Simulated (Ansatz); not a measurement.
**BSiH5 (SMILES [H]B([H])[SiH3]): methods side by side**

BSiH5 has 7 atoms, charge 0, and is taken as a singlet. As SMILES, `[H]B([H])[SiH3]`. The shape is that of a GFN2-xTB optimisation.

```xyz
7

B     0.5955    1.0386    0.0060
H     1.7651    1.0769    0.0274
H     0.0392    2.0670   -0.0480
Si   -0.3777   -0.6580    0.0184
H    -1.7138   -0.6057    0.6330
H     0.3005   -1.7642    0.7131
H    -0.6090   -1.1546   -1.3498
```

Each level gives the energy change with the Si4–H7 bond stretched from 1.474 to 1.842 Å (eV). The values are calculated.

| level | kind | program | value (eV) | less FCI/STO-3G | CPU time (all runs) |
| --- | --- | --- | --- | --- | --- |
| PBE/STO-3G (restricted) | GGA | Ansatz | 1.07 | -0.08 | 2 s |
| r2SCAN/STO-3G (restricted) | meta-GGA | Ansatz | 1.18 | +0.03 | 4.3 s |
| r2SCAN0/STO-3G (restricted) | hybrid meta-GGA | Ansatz | 1.30 | +0.15 | 4.9 s |
| wB97M-V/STO-3G (restricted) | range-separated hybrid | Ansatz | 1.29 | +0.14 | 34 s |
| B2PLYP/STO-3G (restricted) | double hybrid | Ansatz | 1.27 | +0.12 | 2.8 s |
| RPA@PBE/STO-3G (restricted) | RPA | Ansatz | 1.12 | -0.03 | 3 s |
| MP2/STO-3G (restricted) | perturbation theory | Ansatz | 1.34 | +0.19 | 0.16 s |
| CCSDT/STO-3G (restricted) | coupled cluster or CI | Ansatz | 1.15 | 0.00 | 0.44 s |
| CCSDTQ/STO-3G (restricted) | coupled cluster or CI | Ansatz | 1.15 | 0.00 | 6.3 s |
| FCI/STO-3G | exact in the basis | Ansatz | 1.15 | 0.00 | 22 s |

FCI/STO-3G is exact within its basis and frozen core, so for wave-function methods in that basis the difference is their error; functionals converge differently with the basis, so for them it is only a difference. The first shape isn't each level's own minimum. The values span 1.07 to 1.34 eV. All rows use very small basis sets, so none should be taken for the real molecule's value. Times are those of the runs behind each value, whatever else they computed, on shared processors of several kinds: orders of magnitude only.
